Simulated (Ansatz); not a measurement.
Geometry optimisation, UKS PBE-D4/def2-SVP (Ansatz 0.2.0).

Input file:

```yaml
crystal:
  periodic: [false, false, false]
  atoms:
    - { symbol: "N", position_ang: [-0.593, 0.2099, -1.1704] }
    - { symbol: Al, position_ang: [-0.3482, -0.6948, 0.4497] }
    - { symbol: S, position_ang: [1.1229, 0.096, 1.9433] }
    - { symbol: H, position_ang: [-0.947, 1.2032, -0.9264] }
    - { symbol: H, position_ang: [-1.3974, -0.2586, -1.7098] }
    - { symbol: H, position_ang: [2.2049, -0.6197, 1.3674] }
magnetization:
  spin_polarized: true
  initial_magnetization: 1
basis:
  gaussian: { orbitals: def2-SVP }
hamiltonian:
  xc: pbe
  dispersion: d4
relax:
  f_tol: 0.015
  max_steps: 40
```

Run as:

```bash
$ ansatz run input.yaml --threads 1 --pin off --max-ram 2048MiB --backend cpu --events-out ev --progress --plain --runs-dir out
```

Problem. Where does it end, and by what steps?

Solution. It converged. After 12 steps the energy has fallen by 0.467 eV; H6 moved furthest, 0.71 Å.

```json
{"step": "0", "energy less start (eV)": "0.0000", "largest force component (eV/Å)": "1.843", "accepted": "yes"}
{"step": "1", "energy less start (eV)": "-0.1697", "largest force component (eV/Å)": "1.102", "accepted": "yes"}
{"step": "2", "energy less start (eV)": "-0.2539", "largest force component (eV/Å)": "0.743", "accepted": "yes"}
{"step": "3", "energy less start (eV)": "-0.3493", "largest force component (eV/Å)": "0.485", "accepted": "yes"}
{"step": "4", "energy less start (eV)": "-0.4057", "largest force component (eV/Å)": "0.269", "accepted": "yes"}
{"step": "5", "energy less start (eV)": "-0.4444", "largest force component (eV/Å)": "0.172", "accepted": "yes"}
{"step": "6", "energy less start (eV)": "-0.4385", "largest force component (eV/Å)": "0.462", "accepted": "no"}
{"step": "7", "energy less start (eV)": "-0.4577", "largest force component (eV/Å)": "0.112", "accepted": "yes"}
{"step": "8", "energy less start (eV)": "-0.4644", "largest force component (eV/Å)": "0.079", "accepted": "yes"}
{"step": "9", "energy less start (eV)": "-0.4642", "largest force component (eV/Å)": "0.142", "accepted": "no"}
{"step": "10", "energy less start (eV)": "-0.4663", "largest force component (eV/Å)": "0.045", "accepted": "yes"}
{"step": "11", "energy less start (eV)": "-0.4665", "largest force component (eV/Å)": "0.027", "accepted": "yes"}
{"step": "12", "energy less start (eV)": "-0.4671", "largest force component (eV/Å)": "0.008", "accepted": "yes"}
```

```xyz
6
Properties=species:S:1:pos:R:3
N -0.921 0.198 -0.986
Al 0.143 -0.799 0.053
S 1.381 0.312 1.541
H -0.989 1.220 -0.955
H -1.544 -0.173 -1.707
H 1.973 -0.822 2.007
```

Time of the run: 11 s on 1 thread of AMD EPYC 9R45 96-Core Processor (Zen 5) (shared host), peak memory 0.18 GiB.
